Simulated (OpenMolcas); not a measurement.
**FNO-MP2/aug-cc-pVDZ (RICD fitting, virtual fraction 0.6) run of C2ClF3 (chlorotrifluoroethylene)**

What is the energy change on altering one bond length of C2ClF3 (chlorotrifluoroethylene) at FNO-MP2/aug-cc-pVDZ (RICD fitting, virtual fraction 0.6)? 

Program for the calculation: OpenMolcas 26.06.

**1. The system as given**

The species is C2ClF3 (6 atoms), meant as a singlet with charge 0. SMILES: `FC(F)=C(F)Cl`. The coordinates come from a GFN2-xTB relaxation.

Bond lengths: F1–C2 1.321 Å, C2–F3 1.321 Å, C2–C4 1.332 Å, C4–F5 1.334 Å, C4–Cl6 1.708 Å. Angles: F1–C2–F3 111.5°, F1–C2–C4 124.9°, F3–C2–C4 123.6°, C2–C4–F5 120.5°, C2–C4–Cl6 124.2°, F5–C4–Cl6 115.3°.

**2. A single-point energy at FNO-MP2/aug-cc-pVDZ (RICD fitting, virtual fraction 0.6)**

Contents of struct.xyz:

```xyz
6

F      0.753500    -1.669170     0.131800
C     -0.077040    -0.646760     0.235640
F     -1.177330    -0.979550     0.887500
C      0.151140     0.571920    -0.249990
F      1.284840     0.841200    -0.899610
Cl    -0.935120     1.882370    -0.105330
```

Contents of job.input:

```
* C2ClF3 FNO-MP2

&gateway
 baslib=$CurrDir
 coord=struct.xyz
 basis=aug-cc-pVDZ
 group=NoSym
 ricd

&seward

&scf
 prorbitals=0

&mbpt2
 fnomp2=0.6
 domp2
 frozen=10
```

The basis set aug-cc-pVDZ is read from a file made from the Basis Set Exchange's data (not shown).

Command:

```console
$ export MOLCAS_MEM=1860
$ pymolcas job.input > job.log
```

Log (excerpt; [...] marks lines left out):

```text
--- Start Module: gateway ---
[...]
--- Stop Module: gateway /rc=_RC_ALL_IS_WELL_ ---
[...]
      Basis functions          142
[...]
--- Start Module: scf ---
[...]
       Convergence after  12 Iterations
[...]
::    Total SCF energy                               -833.5339452861
[...]
      Total spin, S                                     0.0000000000
[...]
      Total electronic charge=   56.000000
      Total            charge=   -0.000000
[...]
      Dipole Moment (debye):
      Origin of the operator (angstrom)=   -0.1333    0.2638   -0.0136
                   X= -4.3327E-01               Y=  2.8055E-01               Z=  1.3148E-01           Total=  5.3265E-01
      Quadrupole Moment (debye*angstrom):
[...]
--- Stop Module: scf /rc=_RC_ALL_IS_WELL_ ---
[...]
--- Start Module: mbpt2 ---
[...]
WARNING!
Default frozen orbitals as non valence orbitals is overwritten by user input.
Default values:  10
[...]
       Reference weight ( Cref**2 )         =        0.78779
::    Total MBPT2 energy                             -834.5171240438
[...]
--- Stop Module: mbpt2 /rc=_RC_ALL_IS_WELL_ ---
[...]
```

Run time: 11 s. Hardware: 1 thread of Arm Neoverse V1, shared host; peak memory 0.092 GiB.

**3. The distorted shape**

struct.xyz: that of step 2 with these lines changed.

```diff
@@ -2,3 +2,3 @@
 
-F      0.753500    -1.669170     0.131800
+F      0.836580    -1.771443     0.121413
 C     -0.077040    -0.646760     0.235640
```

Contents of job.inp:

```
* C2ClF3 FNO-MP2
&GATEWAY
BasLib
$CurrDir
Coord
struct.xyz
Basis
aug-cc-pVDZ
Group
NoSym
RICD
&SEWARD
&SCF
PrOrbitals
0
&MBPT2
FNOMP2
0.6
DoMP2
Frozen
10
```

The basis set aug-cc-pVDZ is read from a file made from the Basis Set Exchange's data (not shown).

Command:

```console
$ export MOLCAS_MEM=1860
$ pymolcas job.inp > job.log
```

Log (excerpt; [...] marks lines left out):

```text
--- Start Module: gateway ---
[...]
--- Stop Module: gateway /rc=_RC_ALL_IS_WELL_ ---
[...]
      Basis functions          142
[...]
--- Start Module: scf ---
[...]
       Convergence after  12 Iterations
[...]
::    Total SCF energy                               -833.5163956111
[...]
      Total spin, S                                     0.0000000000
[...]
      Total electronic charge=   56.000000
      Total            charge=   -0.000000
[...]
      Dipole Moment (debye):
      Origin of the operator (angstrom)=   -0.1196    0.2470   -0.0153
                   X= -8.1043E-01               Y=  9.8152E-01               Z=  1.0652E-01           Total=  1.2773E+00
      Quadrupole Moment (debye*angstrom):
[...]
--- Stop Module: scf /rc=_RC_ALL_IS_WELL_ ---
[...]
--- Start Module: mbpt2 ---
[...]
WARNING!
Default frozen orbitals as non valence orbitals is overwritten by user input.
Default values:  10
[...]
       Reference weight ( Cref**2 )         =        0.78381
::    Total MBPT2 energy                             -834.5086843735
[...]
--- Stop Module: mbpt2 /rc=_RC_ALL_IS_WELL_ ---
[...]
```

Wall time 11 s (1 thread of Arm Neoverse V1, shared host); peak memory 0.092 GiB.

**4. Outcome**

At FNO-MP2/aug-cc-pVDZ (RICD fitting, virtual fraction 0.6), 10 core orbitals frozen:

```
                                                         quantity          value
                                        first shape: total energy  -834.51712 Eh
                  first shape: dipole moment (mean-field density)         0.53 D
                 first shape: HOMO energy (Hartree–Fock orbitals)      -10.69 eV
                 first shape: LUMO energy (Hartree–Fock orbitals)        1.71 eV
               first shape: HOMO–LUMO gap (Hartree–Fock orbitals)       12.41 eV
        first shape: correlation energy (10 core orbitals frozen)     -983.2 mEh
                                    distorted shape: total energy  -834.50868 Eh
              distorted shape: dipole moment (mean-field density)         1.28 D
             distorted shape: HOMO energy (Hartree–Fock orbitals)      -11.04 eV
             distorted shape: LUMO energy (Hartree–Fock orbitals)        1.66 eV
           distorted shape: HOMO–LUMO gap (Hartree–Fock orbitals)       12.70 eV
    distorted shape: correlation energy (10 core orbitals frozen)     -992.3 mEh
energy change with the F1–C2 bond stretched from 1.321 to 1.453 Å       0.230 eV
```

**Reading.** With the F1–C2 bond stretched from 1.321 to 1.453 Å the energy rises by 0.23 eV (5.3 kcal/mol). The first shape isn't relaxed at this level, so the change isn't measured from a minimum.
